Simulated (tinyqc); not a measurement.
CCD on RHF in the sto-3g basis, for BH3, spin multiplicity 1, step by step. One step of it, computed by the program tinyqc.

Question. CCD: starting amplitudes. t_ij^ab = <ij||ab> / (e_i + e_j - e_a - e_b), whose energy is MP2.

orbital energies (hartree): MO1 -7.429553, MO2 -0.616802, MO3 -0.419511, MO4 -0.419354, MO5 0.243263, MO6 0.523572, MO7 0.626399, MO8 0.626798

Two-electron integrals over orbitals (pq|rs), unique and non-zero (hartree):
```
(11|11) 2.887544    (21|11) -0.246352   (21|21) 0.032942    (22|11) 0.585395
(22|21) -0.008090   (22|22) 0.426775    (31|31) 0.006752    (32|31) 0.011183
(32|32) 0.115237    (33|11) 0.510303    (33|21) -0.003161   (33|22) 0.415832
(33|33) 0.466344    (41|11) -0.000061   (41|21) 0.000006    (41|22) -0.000010
(41|33) -0.003397   (41|41) 0.006751    (42|11) -0.000012   (42|21) -4.72e-06
(42|22) -0.000092   (42|33) -0.063865   (42|41) 0.011177    (42|42) 0.115118
(43|31) -0.003394   (43|32) -0.063859   (43|43) 0.050035    (44|11) 0.510243
(44|21) -0.003163   (44|22) 0.415708    (44|33) 0.366102    (44|41) 0.003402
(44|42) 0.063934    (44|44) 0.466398    (51|11) -0.015216   (51|21) 0.001923
(51|22) -0.001010   (51|33) -0.000502   (51|41) 5.94e-07    (51|42) 1.12e-07
(51|44) -0.000502   (51|51) 0.021884    (52|11) 0.009736    (52|21) -0.000574
(52|22) -0.000038   (52|33) -0.000502   (52|41) -7.20e-08   (52|42) 1.13e-06
(52|44) -0.000500   (52|51) 0.021048    (52|52) 0.068364    (53|31) 0.000214
(53|32) -0.002038   (53|43) 0.002004    (53|53) 0.015723    (54|11) 0.000006
(54|21) -2.67e-07   (54|22) 2.85e-06    (54|33) 0.002006    (54|41) 0.000214
(54|42) -0.002036   (54|44) -0.002006   (54|51) 0.000006    (54|52) 0.000013
(54|54) 0.015719    (55|11) 0.741491    (55|21) -0.009433   (55|22) 0.453054
(55|33) 0.412564    (55|41) -2.02e-06   (55|42) -0.000010   (55|44) 0.412523
(55|51) 0.001990    (55|52) 0.011690    (55|54) 0.000006    (55|55) 0.586805
(61|11) -0.268288   (61|21) 0.036601    (61|22) -0.008273   (61|33) -0.003044
(61|41) 0.000021    (61|42) 0.000017    (61|44) -0.003032   (61|51) 0.000930
(61|52) -0.001727   (61|54) -1.18e-07   (61|55) -0.008246   (61|61) 0.040809
(62|11) 0.223578    (62|21) -0.008815   (62|22) 0.048130    (62|33) 0.021171
(62|41) 0.000006    (62|42) 0.000029    (62|44) 0.021163    (62|51) -0.001684
(62|52) -0.000055   (62|54) 2.55e-06    (62|55) 0.115077    (62|61) -0.008942
(62|62) 0.074189    (63|31) 0.003405    (63|32) -0.044985   (63|43) 0.043558
(63|53) 0.002319    (63|63) 0.063894    (64|11) 0.000303    (64|21) -0.000008
(64|22) 0.000118    (64|33) 0.043663    (64|41) 0.003404    (64|42) -0.045020
(64|44) -0.043609   (64|51) -5.06e-07   (64|52) 4.02e-06    (64|54) 0.002323
(64|55) 0.000162    (64|61) -1.37e-06   (64|62) 0.000120    (64|64) 0.064015
(65|11) -0.009201   (65|21) -0.000144   (65|22) -0.003818   (65|33) -0.001445
(65|41) 7.89e-07    (65|42) 0.000006    (65|44) -0.001438   (65|51) 0.022267
(65|52) 0.062426    (65|54) 0.000034    (65|55) -0.000793   (65|61) -0.001429
(65|62) -0.007430   (65|64) -0.000008   (65|65) 0.061985    (66|11) 0.585516
(66|21) -0.010337   (66|22) 0.417614    (66|33) 0.413539    (66|41) 0.000021
(66|42) 0.000191    (66|44) 0.413736    (66|51) -0.003344   (66|52) -0.006828
(66|54) -0.000006   (66|55) 0.437741    (66|61) -0.010232   (66|62) 0.027730
(66|64) -0.000036   (66|65) -0.008634   (66|66) 0.430444    (71|11) 0.000278
(71|21) -0.000042   (71|22) -3.68e-06   (71|33) -0.004911   (71|41) 0.012001
(71|42) 0.017866    (71|44) 0.004929    (71|51) -9.79e-07   (71|52) 1.65e-06
(71|54) 0.000398    (71|55) 0.000008    (71|61) -0.000021   (71|62) 0.000022
(71|64) 0.005939    (71|65) 2.70e-06    (71|66) 0.000050    (71|71) 0.021458
(72|11) -0.000279   (72|21) 0.000008    (72|22) -0.000051   (72|33) 0.022014
(72|41) 0.008030    (72|42) 0.000503    (72|44) -0.022061   (72|51) 1.64e-06
(72|52) -2.42e-06   (72|54) 0.002541    (72|55) -0.000138   (72|61) 0.000024
(72|62) -0.000064   (72|64) 0.046504    (72|65) 0.000009    (72|66) -0.000030
(72|71) 0.013508    (72|72) 0.049173    (73|31) 0.002286    (73|32) 0.046401
(73|43) -0.023954   (73|53) -0.001559   (73|63) -0.032226   (73|73) 0.033151
(74|11) 0.209273    (74|21) -0.004923   (74|22) 0.051840    (74|33) 0.052066
(74|41) -0.002291   (74|42) -0.046300   (74|44) 0.004213    (74|51) -0.000062
(74|52) 0.004343    (74|54) 0.001558    (74|55) 0.105724    (74|61) -0.004778
(74|62) 0.072026    (74|64) 0.032290    (74|65) -0.002862   (74|66) 0.026852
(74|71) -0.004030   (74|72) 0.010501    (74|74) 0.107396    (75|11) 0.000008
(75|21) -8.05e-08   (75|22) -6.67e-07   (75|33) -0.002929   (75|41) 0.000740
(75|42) 0.005641    (75|44) 0.002936    (75|51) -0.000023   (75|52) -0.000070
(75|54) 0.016045    (75|55) -8.03e-07   (75|61) 2.78e-06    (75|62) 0.000009
(75|64) -0.002648   (75|65) -0.000043   (75|66) 0.000018    (75|71) 0.001259
(75|72) 0.000624    (75|74) -0.002353   (75|75) 0.021082    (76|11) 0.000055
(76|21) -2.07e-06   (76|22) -0.000062   (76|33) -0.058962   (76|41) 0.011843
(76|42) 0.105789    (76|44) 0.059067    (76|51) 3.00e-06    (76|52) 0.000010
(76|54) -0.002681   (76|55) 0.000014    (76|61) 0.000022    (76|62) 0.000044
(76|64) -0.047952   (76|65) 0.000012    (76|66) 0.000209    (76|71) 0.019634
(76|72) -0.004535   (76|74) -0.049184   (76|75) 0.004915    (76|76) 0.109445
(77|11) 0.662597    (77|21) -0.008916   (77|22) 0.440481    (77|33) 0.397489
(77|41) -0.000486   (77|42) 0.029882    (77|44) 0.465493    (77|51) -0.000463
(77|52) 0.002204    (77|54) -0.001753   (77|55) 0.467396    (77|61) -0.008498
(77|62) 0.052412    (77|64) -0.037249   (77|65) -0.001730   (77|66) 0.441411
(77|71) -0.001410   (77|72) -0.028253   (77|74) 0.048486    (77|75) 0.001277
(77|76) 0.030674    (77|77) 0.508716    (81|31) 0.012004    (81|32) 0.017875
(81|43) -0.004912   (81|53) 0.000398    (81|63) 0.005942    (81|73) 0.004028
(81|81) 0.021466    (82|31) 0.008028    (82|32) 0.000449    (82|43) 0.022047
(82|53) 0.002542    (82|63) 0.046501    (82|73) -0.010686   (82|81) 0.013506
(82|82) 0.049182    (83|11) 0.209277    (83|21) -0.004926   (83|22) 0.051769
(83|33) 0.004237    (83|41) 0.002288    (83|42) 0.046330    (83|44) 0.052118
(83|51) -0.000062   (83|52) 0.004345    (83|54) -0.001555   (83|55) 0.105715
(83|61) -0.004771   (83|62) 0.072030    (83|64) -0.032117   (83|65) -0.002856
(83|66) 0.027031    (83|71) 0.004037    (83|72) -0.010712   (83|74) 0.043757
(83|75) 0.002360    (83|76) 0.049273    (83|77) 0.070437    (83|83) 0.107428
(84|31) 0.002292    (84|32) 0.046352    (84|43) -0.023904   (84|53) -0.001556
(84|63) -0.032151   (84|73) 0.030639    (84|81) 0.004037    (84|82) -0.010629
(84|84) 0.033077    (85|31) 0.000740    (85|32) 0.005644    (85|43) -0.002929
(85|53) 0.016046    (85|63) -0.002645   (85|73) 0.002360    (85|81) 0.001259
(85|82) 0.000622    (85|84) 0.002358    (85|85) 0.021082    (86|31) 0.011845
(86|32) 0.105792    (86|43) -0.058878   (86|53) -0.002678   (86|63) -0.047812
(86|73) 0.049278    (86|81) 0.019640    (86|82) -0.004527   (86|84) 0.049227
(86|85) 0.004913    (86|86) 0.109344    (87|31) 0.000448    (87|32) -0.030225
(87|43) 0.034159    (87|53) 0.001762    (87|63) 0.037456    (87|73) -0.011164
(87|81) 0.001360    (87|82) 0.028210    (87|84) -0.011119   (87|85) -0.001290
(87|86) -0.030904   (87|87) 0.034420    (88|11) 0.662680    (88|21) -0.008919
(88|22) 0.440552    (88|33) 0.465634    (88|41) 0.000459    (88|42) -0.030111
(88|44) 0.397341    (88|51) -0.000463   (88|52) 0.002204    (88|54) 0.001762
(88|55) 0.467430    (88|61) -0.008499   (88|62) 0.052438    (88|64) 0.037526
(88|65) -0.001733   (88|66) 0.441325    (88|71) 0.001390    (88|72) 0.028141
(88|74) 0.070521    (88|75) -0.001284   (88|76) -0.030840   (88|77) 0.440195
(88|83) 0.048372    (88|88) 0.508897
```

Give: Starting amplitudes; correlation energy.

Answer.

Starting amplitudes (spin orbitals 1a, 1b, ...; amplitudes related by a flip of all spins are not repeated; the 24 largest):

| from | to | t |
|---|---|---|
| 4a 4b | 7a 7b | -0.0513 |
| 3a 3b | 8a 8b | -0.0513 |
| 2a 2b | 5a 5b | -0.0397 |
| 4a 4b | 6a 6b | -0.0339 |
| 3a 3b | 6a 6b | -0.0339 |
| 2a 4b | 6a 7b | -0.0329 |
| 2a 3b | 6a 8b | -0.0329 |
| 2a 2b | 6a 6b | -0.0325 |
| 2a 4b | 6b 7a | 0.0213 |
| 2a 3b | 6b 8a | 0.0213 |
| 3a 4b | 7b 8a | 0.0209 |
| 2a 2b | 7a 7b | -0.0198 |
| 2a 2b | 8a 8b | -0.0198 |
| 4a 4b | 6a 7b | -0.0162 |
| 3a 3b | 6a 7b | 0.0162 |
| 3a 4b | 6a 8b | 0.0162 |
| 3a 4b | 6b 8a | -0.0161 |
| 3a 3b | 7a 7b | -0.0158 |
| 4a 4b | 8a 8b | -0.0158 |
| 3a 4b | 7a 8b | -0.0146 |
| 3a 3b | 5a 5b | -0.0119 |
| 4a 4b | 5a 5b | -0.0119 |
| 2a 3a | 6a 8a | -0.0117 |
| 2a 4a | 6a 7a | -0.0117 |

correlation energy = -0.046530 hartree
